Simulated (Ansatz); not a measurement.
# CH₉NSi (built from SMILES C[SiH2]N.[H][H]): molecular dynamics

Aim: follow the atoms for 30 steps of 1.0 fs with a Langevin thermostat, with velocities drawn for 200 K, and see to which side of the barrier the system falls.

Method: PBE0-D4/def2-SVP; program: Ansatz 0.2.0, Gaussian basis.

1 further run of the same task is left out (it didn't finish).

### 1 The system as given

The start, a first-order saddle point found at PBE0-D4 in triple zeta: 12 atoms, charge 0, spin multiplicity 1.

Atoms are counted from 1 here; the program's logs count them from 0.

Bond lengths: Si1–N2 1.886 Å, Si1–H3 1.520 Å, Si1–H4 1.483 Å, Si1–C5 1.871 Å, N2–H6 1.186 Å, N2–H8 1.015 Å, N2–H9 1.015 Å, C5–H10 1.090 Å, C5–H11 1.095 Å, C5–H12 1.093 Å. Angles: N2–Si1–H3 94.0°, N2–Si1–H4 113.3°, N2–Si1–C5 117.4°, H3–Si1–H4 101.0°, H3–Si1–C5 101.9°, H4–Si1–C5 121.8°, Si1–N2–H6 76.4°, Si1–N2–H8 116.2°, Si1–N2–H9 115.4°, H6–N2–H8 119.4°, H6–N2–H9 116.6°, H8–N2–H9 109.6°, Si1–C5–H10 111.2°, Si1–C5–H11 109.3°, Si1–C5–H12 111.0°, H10–C5–H11 107.3°, H10–C5–H12 110.3°, H11–C5–H12 107.7°.

Coordinates:

```
Si   -0.6574   -0.0773    0.0131
N     0.4588   -0.9157    1.2814
H    -1.1575   -1.3879   -0.5714
H    -1.9071    0.4661    0.5992
C     0.1651    0.7177   -1.4674
H     0.5914    0.2403    1.5131
H     0.1899    1.2521    1.0639
H    -0.0038   -1.5097    1.9618
H     1.2659   -1.3982    0.9003
H     0.1324    1.8055   -1.4002
H     1.2197    0.4258   -1.4952
H    -0.2972    0.3815   -2.3986
```

### 2 The run

md/in.yaml

```yaml
crystal:
  periodic: [false, false, false]
  atoms:
    - {symbol: Si, position_ang: [-0.657449, -0.077292, 0.013091]}
    - {symbol: N, position_ang: [0.458751, -0.915743, 1.281399]}
    - {symbol: H, position_ang: [-1.157516, -1.387884, -0.571414]}
    - {symbol: H, position_ang: [-1.907149, 0.466059, 0.599183]}
    - {symbol: C, position_ang: [0.165101, 0.717724, -1.467408]}
    - {symbol: H, position_ang: [0.591415, 0.240257, 1.513145]}
    - {symbol: H, position_ang: [0.189880, 1.252148, 1.063891]}
    - {symbol: H, position_ang: [-0.003753, -1.509706, 1.961839]}
    - {symbol: H, position_ang: [1.265870, -1.398173, 0.900278]}
    - {symbol: H, position_ang: [0.132362, 1.805459, -1.400163]}
    - {symbol: H, position_ang: [1.219653, 0.425768, -1.495207]}
    - {symbol: H, position_ang: [-0.297164, 0.381483, -2.398634]}
basis:
  gaussian: {orbitals: def2-SVP}
hamiltonian: {xc: pbe0, dispersion: d4}
md: {n_steps: 30, timestep: 1.0, temperature: 200, ensemble: nvt_langevin, seed: 322, friction: 0.05, initial_velocities: maxwell_boltzmann}
```

Launch:

```sh
ansatz run in.yaml --threads 4 --pin off --events-out ev --progress --plain --max-ram 9574MiB
```

Standard output, cut to the lines that bear on the results:

```text
Functional definition: PBE0
  name "PBE0"
  cite "Adamo & Barone, J. Chem. Phys. 110, 6158 (1999) doi:10.1063/1.478522"
  cite "Perdew, Burke & Ernzerhof, Phys. Rev. Lett. 77, 3865 (1996) doi:10.1103/PhysRevLett.77.3865"
  parent pbe
[...]
994 factors; integrals over basis functions are off by at most 3.7e-4 eV
[...]
mean field -10538.50907255 eV, -387.2830651584 hartree, gradient 1.3e-5 eV, S^2 0.000000; 0 other end points of the search recorded, 0 dependent functions left out
[...]
reference -10538.50910011 eV, -387.2830661709 hartree; 18, 18 occupied and 73, 73 virtual orbitals, 994 factors
md step     0: t =     0.00 fs  T =   183.3 K  F+E_penalty+E_count = -10538.68434286 eV  E_kin = 0.284372 eV  (24 SCF iters)
[...]
md step     7: t =     7.00 fs  T =   135.1 K  F+E_penalty+E_count = -10538.60697335 eV  E_kin = 0.209585 eV  (24 SCF iters, 3 dispersion substeps)
[...]
md step    14: t =    14.00 fs  T =   132.4 K  F+E_penalty+E_count = -10538.52369262 eV  E_kin = 0.205352 eV  (24 SCF iters, 3 dispersion substeps)
[...]
md step    21: t =    21.00 fs  T =   206.5 K  F+E_penalty+E_count = -10538.57587114 eV  E_kin = 0.320307 eV  (23 SCF iters, 3 dispersion substeps)
[...]
md step    28: t =    28.00 fs  T =   341.0 K  F+E_penalty+E_count = -10538.92038411 eV  E_kin = 0.528924 eV  (23 SCF iters, 3 dispersion substeps)
[...]
md step    29: t =    29.00 fs  T =   381.0 K  F+E_penalty+E_count = -10539.00747708 eV  E_kin = 0.591002 eV  (23 SCF iters, 3 dispersion substeps)
[...]
md step    30: t =    30.00 fs  T =   369.4 K  F+E_penalty+E_count = -10539.04741679 eV  E_kin = 0.573003 eV  (23 SCF iters, 3 dispersion substeps)
Total energy: -10539.04744468 eV, -387.3028499690 hartree
Atom 0 at    -0.708058    -0.011267     0.021446 Å, force    -0.185787     1.515468     0.002985 eV/Å
Atom 1 at     0.436293    -0.940359     1.324978 Å, force    -0.386714    -1.876526    -0.294463 eV/Å
Atom 2 at    -1.048864    -1.433221    -0.501895 Å, force     0.093105    -0.008128     0.039452 eV/Å
Atom 3 at    -2.131575     0.336266     0.498740 Å, force     0.313118    -0.105214    -0.364523 eV/Å
Atom 4 at     0.156132     0.636747    -1.533805 Å, force    -0.863169    -0.167012    -1.098290 eV/Å
Atom 5 at     0.959239    -0.179636     1.671032 Å, force     1.157281     1.248566     0.849666 eV/Å
Atom 6 at    -0.064200     1.270429     0.814396 Å, force    -0.310585    -0.493439     0.318140 eV/Å
Atom 7 at    -0.110821    -1.346953     2.078207 Å, force    -0.272122     0.077171     0.291489 eV/Å
Atom 8 at     1.028784    -1.708064     0.993906 Å, force     0.044645     0.148710    -0.205956 eV/Å
Atom 9 at     0.366096     1.720441    -1.621939 Å, force    -0.038323    -0.293864     0.394524 eV/Å
Atom 10 at     1.073559     0.070640    -1.716156 Å, force     0.434197    -0.101647     0.169785 eV/Å
Atom 11 at    -0.473141     0.352998    -2.398695 Å, force     0.014354     0.055915    -0.102809 eV/Å
Dipole moment:     0.608885    -0.622287     0.589108 e Å
```

Wall time 25 s (4 threads of Arm Neoverse V2, shared host).

### 3 Frames and traces

Step by step:

| time (fs) | T (K) | potential (meV) | potential + kinetic (meV) | Si1–H7 (Å) | N2–H6 (Å) | Si1–N2 (Å) | H6–H7 (Å) |
| --- | --- | --- | --- | --- | --- | --- | --- |
| 0.00 | 183 | 0.0 | 0.0 | 1.895 | 1.186 | 1.886 | 1.178 |
| 1.00 | 153 | 22.0 | -24.5 | 1.895 | 1.180 | 1.887 | 1.168 |
| 2.00 | 135 | 46.7 | -28.7 | 1.895 | 1.179 | 1.887 | 1.155 |
| 3.00 | 134 | 53.9 | -22.3 | 1.894 | 1.183 | 1.887 | 1.141 |
| 4.00 | 108 | 64.9 | -52.7 | 1.894 | 1.187 | 1.888 | 1.128 |
| 5.00 | 110 | 73.9 | -39.8 | 1.897 | 1.190 | 1.890 | 1.123 |
| 6.00 | 124 | 69.8 | -21.7 | 1.903 | 1.195 | 1.892 | 1.124 |
| 7.00 | 135 | 77.4 | 2.6 | 1.910 | 1.203 | 1.894 | 1.127 |
| 8.00 | 123 | 118.8 | 26.0 | 1.913 | 1.208 | 1.897 | 1.136 |
| 9.00 | 99 | 155.0 | 24.8 | 1.914 | 1.209 | 1.899 | 1.151 |
| 10.00 | 97 | 150.9 | 17.5 | 1.916 | 1.207 | 1.902 | 1.173 |
| 11.00 | 101 | 137.2 | 9.6 | 1.917 | 1.201 | 1.905 | 1.198 |
| 12.00 | 100 | 142.0 | 13.0 | 1.919 | 1.195 | 1.907 | 1.222 |
| 13.00 | 94 | 160.7 | 21.9 | 1.924 | 1.186 | 1.909 | 1.242 |
| 14.00 | 132 | 160.7 | 81.6 | 1.929 | 1.171 | 1.912 | 1.264 |
| 15.00 | 160 | 144.4 | 108.3 | 1.927 | 1.147 | 1.913 | 1.284 |
| 16.00 | 149 | 138.4 | 84.6 | 1.919 | 1.118 | 1.914 | 1.303 |
| 17.00 | 155 | 149.2 | 105.3 | 1.907 | 1.087 | 1.914 | 1.321 |
| 18.00 | 175 | 164.3 | 151.6 | 1.885 | 1.060 | 1.915 | 1.342 |
| 19.00 | 162 | 156.7 | 123.1 | 1.858 | 1.038 | 1.916 | 1.367 |
| 20.00 | 190 | 130.3 | 141.1 | 1.831 | 1.025 | 1.917 | 1.393 |
| 21.00 | 207 | 108.5 | 144.4 | 1.807 | 1.028 | 1.919 | 1.417 |
| 22.00 | 262 | 72.2 | 194.1 | 1.788 | 1.045 | 1.924 | 1.451 |
| 23.00 | 295 | 12.7 | 186.1 | 1.774 | 1.065 | 1.931 | 1.498 |
| 24.00 | 322 | -47.4 | 168.4 | 1.759 | 1.078 | 1.937 | 1.555 |
| 25.00 | 296 | -88.2 | 86.8 | 1.744 | 1.078 | 1.943 | 1.615 |
| 26.00 | 353 | -122.8 | 139.7 | 1.728 | 1.068 | 1.947 | 1.680 |
| 27.00 | 337 | -161.8 | 76.1 | 1.708 | 1.048 | 1.953 | 1.755 |
| 28.00 | 341 | -236.0 | 8.5 | 1.688 | 1.021 | 1.958 | 1.829 |
| 29.00 | 381 | -323.1 | -16.5 | 1.666 | 0.996 | 1.963 | 1.900 |
| 30.00 | 369 | -363.1 | -74.4 | 1.639 | 0.986 | 1.968 | 1.971 |

Energies count from the start.

Positions (Å) and forces (eV/Å) at 12.00 fs:

```xyz
12

Si   -0.680   -0.064    0.019   -0.530    0.577    0.017
N     0.447   -0.929    1.292    0.805    0.739   -0.350
H    -1.202   -1.368   -0.584    0.100   -0.017   -0.022
H    -1.968    0.417    0.735    0.610   -0.247   -0.631
C     0.192    0.737   -1.509   -0.347   -0.366    0.820
H     0.575    0.220    1.596    0.024   -0.314   -0.433
H     0.074    1.257    1.189    0.160   -0.098   -0.188
H    -0.108   -1.388    1.985   -0.492   -0.713    0.688
H     1.256   -1.513    1.033   -0.375    0.246    0.021
H     0.329    1.813   -1.336   -0.052    0.026   -0.231
H     1.189    0.276   -1.553    0.186   -0.010    0.024
H    -0.300    0.496   -2.470   -0.090    0.178    0.286
```

Positions (Å) and forces (eV/Å) at 30.00 fs:

```xyz
12

Si   -0.708   -0.011    0.021   -0.186    1.515    0.003
N     0.436   -0.940    1.325   -0.387   -1.877   -0.294
H    -1.049   -1.433   -0.502    0.093   -0.008    0.039
H    -2.132    0.336    0.499    0.313   -0.105   -0.365
C     0.156    0.637   -1.534   -0.863   -0.167   -1.098
H     0.959   -0.180    1.671    1.157    1.249    0.850
H    -0.064    1.270    0.814   -0.311   -0.493    0.318
H    -0.111   -1.347    2.078   -0.272    0.077    0.291
H     1.029   -1.708    0.994    0.045    0.149   -0.206
H     0.366    1.720   -1.622   -0.038   -0.294    0.395
H     1.074    0.071   -1.716    0.434   -0.102    0.170
H    -0.473    0.353   -2.399    0.014    0.056   -0.103
```

### 4 Summary of results

| quantity | value |
| --- | --- |
| length | 30 steps, 30.0 fs |
| temperature at the start | 183 K |
| mean temperature, second half | 260 K |
| lowest and highest potential energy, from the first frame | -363 and 164 meV |
| largest change of potential + kinetic | 194.1 meV |

In words: By the last frame it has moved towards the side where Si1–H7, N2–H6 form. The system runs downhill by 0.36 eV, and that energy turns into motion. The thermostat trades energy with the molecule, so the sum of potential and kinetic energy isn't conserved: it changes by -74 meV over the run. The mean temperature of the second half is still well above the 200 K set. The instant temperature ranges from 94 to 381 K, as energy passes between motion and strain. Under Langevin the temperature counts 3N degrees of freedom, more than the drawn velocities fill, so it starts at 183 K, not 200 K.
